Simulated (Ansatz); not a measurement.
Geometry optimisation, Ansatz, RKS B3LYP-D4/def2-mTZVP.

The input (input.yaml):

```yaml
crystal:
  periodic: [false, false, false]
  atoms:
    - { symbol: Si, position_ang: [-0.6089, -0.5391, -0.1916] }
    - { symbol: H, position_ang: [1.1735, -0.7613, -0.7496] }
    - { symbol: H, position_ang: [-0.8171, -1.5315, -1.231] }
    - { symbol: H, position_ang: [-2.0072, -0.0969, 0.103] }
    - { symbol: C, position_ang: [0.0782, -0.8917, 1.5339] }
    - { symbol: H, position_ang: [0.8919, 0.1673, -0.8953] }
    - { symbol: C, position_ang: [0.1316, 1.3474, -0.9674] }
    - { symbol: H, position_ang: [-0.7275, -0.9732, 2.255] }
    - { symbol: H, position_ang: [0.629, -1.8249, 1.5569] }
    - { symbol: H, position_ang: [0.747, -0.1092, 1.8763] }
    - { symbol: H, position_ang: [-0.7248, 1.9978, -0.7806] }
    - { symbol: H, position_ang: [0.9634, 1.8395, -0.4625] }
    - { symbol: H, position_ang: [0.2709, 1.3756, -2.047] }
basis:
  gaussian: { orbitals: def2-mTZVP }
hamiltonian:
  xc: b3lyp
  dispersion: d4
relax:
  f_tol: 0.15
  max_steps: 25
  restrain:
    - { distance: [0, 6], at: 1.87, k: 30.0 }
    - { distance: [5, 1], at: 0.62, k: 30.0 }
    - { distance: [0, 1], at: 2.72, k: 30.0 }
    - { distance: [5, 6], at: 2.37, k: 30.0 }
```

Launched with:

```bash
$ ansatz run input.yaml --threads 2 --pin off --max-ram 3072MiB --backend cpu --events-out ev --progress --plain --runs-dir out
```

Problem. Where does it end, and by what steps?

Solution. The run converged. The restraints hold the end off the free minimum. After 7 steps the energy has fallen by 2.798 eV (the restraints' own energy left out); H6 moved furthest, 0.91 Å. Joined: H2–H6 (0.98 → 0.69 Å).

| step | energy less start (eV) | largest force component (eV/Å) | accepted |
| --- | --- | --- | --- |
| 0 | 0.0000 | 3.068 | yes |
| 1 | -1.0084 | 2.075 | yes |
| 2 | -1.2839 | 3.840 | yes |
| 3 | -1.9384 | 3.415 | yes |
| 4 | -2.3976 | 2.918 | yes |
| 5 | -2.7393 | 1.929 | yes |
| 6 | -2.7890 | 1.874 | yes |
| 7 | -2.7978 | 2.151 | yes |

```xyz
13
Properties=species:S:1:pos:R:3
Si -0.856 -0.254 -0.128
H 1.685 -0.911 -0.874
H -0.844 -1.360 -1.117
H -2.289 0.015 0.175
C 0.013 -0.797 1.470
H 1.687 -0.244 -1.047
C -0.108 1.309 -0.860
H -0.711 -1.023 2.255
H 0.622 -1.688 1.318
H 0.672 -0.011 1.845
H -0.810 2.141 -0.779
H 0.801 1.616 -0.340
H 0.139 1.207 -1.918
```

Run time: 14 s on 2 threads of Intel(R) Xeon(R) 6975P-C (Granite Rapids), with other jobs on the host, peak memory 0.2 GiB.
